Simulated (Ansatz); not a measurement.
fcc Au, treated with HSE06 (plane waves, PAW; Ansatz, an electronic-structure program).

Numerical settings: plane-wave cutoff 500 eV, 10×10×10 k mesh, Fermi–Dirac smearing 0.1 eV, scalar-relativistic PAW data made under PBE.

Computed at the level's own relaxed cell.

Problem. Estimate the volume per atom and lattice parameter a that the calculation returns.

Solution. 
- volume per atom = 17.63 Å³/atom
- lattice parameter a = 4.132 Å

Measured, for comparison: equilibrium volume per atom 16.76 Å³/atom, lattice constant a 4.062 Å (static lattice: zero-point anharmonic expansion removed; as tabulated in Mejia-Rodriguez and Trickey (2018), arXiv:1807.09216). Computed (rounded) less measured: equilibrium volume per atom +5.2 %, lattice constant a +1.7 %.

Note: exact exchange on metals is sensitive to the k mesh and can open a false gap.

Spin–orbit coupling is not included; it can shift volumes and moduli of such heavy elements.

The computed numbers hold no vibrational or temperature effects.
